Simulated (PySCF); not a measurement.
One of the candidates below gave these computed data.

All candidates are C6H6.

- Dipole: 0.69 D [PBE0/pcSseg-1]
- Couplings: largest of the computed one-bond spin–spin couplings (means over like bonds): 13C–1H +181.8 (×2), 13C–1H +175.2 (×2), 13C–1H +169.4 (×2), 13C–13C +75.1, 13C–13C +72.5 (×2), 13C–13C +53.9 (×2), 13C–13C +53.8 Hz [B3LYP/pcJ-1, spin–dipole term left out]
- Rotational structure: rotational constants A, B, C: 8.211, 3.811, 2.603 GHz [PBE0-D3(BJ)/def2-SVP]
- 13C NMR: chemical shifts (computed TMS as zero) by class: 159.5 (1 C), 141.4 (2 C), 133.7 (1 C), 130.6 (2 C) ppm [GIAO PBE0/pcSseg-1]
- 1H NMR: chemical shifts (computed TMS as zero) by class: 6.61 (2 H), 6.30 (2 H), 6.08 (2 H) ppm [GIAO PBE0/pcSseg-1]

The electronic properties come from PySCF, for the isolated species, density fitting. Levels stand in brackets. Isolated species at its PBE0-D3(BJ)/def2-SVP geometry, gas phase. Each NMR value is the plain mean over a class of atoms that symmetry, rotation or inversion makes alike.

Question: Which candidate is it?
A. `C#C[C@H]1C=CC1`
B. `C=C1C=CC=C1`
C. `C1=CC2C=CC12`

Answer: B. It is `C=C1C=CC=C1`. Numbering: `[CH2:1]=[C:2]1[CH:3]=[CH:4][CH:5]=[CH:6]1`. Its formula, C6H6, gives 4 degrees of unsaturation: 1 ring and 3 π bonds in the structure found. 6 carbons fall into 4 classes; from least to most shielded: fully substituted alkene carbon [C2] (159.5 ppm), alkene CH carbon [C4/C5] (141.4 ppm, 2 C), terminal =CH2 carbon [C1] (133.7 ppm), alkene CH carbon [C3/C6] (130.6 ppm, 2 C). Hydrogen classes from least to most shielded: 2 H on 2 alkene CH carbons, C4/C5 (6.61 ppm), 2 H on 2 alkene CH carbons, C3/C6 (6.30 ppm), 2 H on a terminal =CH2 carbon, C1 (6.08 ppm). The couplings run between: +181.8 Hz, alkene CH carbon [C3] and its hydrogen (with 1 like pair); +175.2 Hz, alkene CH carbon [C4] and its hydrogen (with 1 like pair); +169.4 Hz, terminal =CH2 carbon [C1] and its hydrogen (with 1 like pair); +75.1 Hz, terminal =CH2 carbon [C1] and fully substituted alkene carbon [C2]; +72.5 Hz, alkene CH carbon [C3] and alkene CH carbon [C4] (with 1 like pair); +53.9 Hz, fully substituted alkene carbon [C2] and alkene CH carbon [C3] (with 1 like pair); +53.8 Hz, alkene CH carbon [C4] and alkene CH carbon [C5]. The optimised geometry has point group C2v and is an asymmetric top.

The others, at the same levels:
- `C#C[C@H]1C=CC1` fails: it has 6 carbon classes against 4; its computed 13C shifts are 147.2 (1 C), 147.0 (1 C), 86.7 (1 C), 77.2 (1 C), 41.2 (1 C), 34.4 (1 C) ppm, 1H shifts are 6.29 (1 H), 6.22 (1 H), 3.52 (1 H), 2.90 (1 H), 2.60 (1 H), 2.13 (1 H) ppm and rotational constant A is 10.013 GHz (against 8.211 GHz).
- `C1=CC2C=CC12` fails: it has 2 carbon classes against 4; its computed 13C shifts are 153.7 (4 C), 53.0 (2 C) ppm, 1H shifts are 6.86 (4 H), 3.90 (2 H) ppm and rotational constant A is 7.873 GHz (against 8.211 GHz).
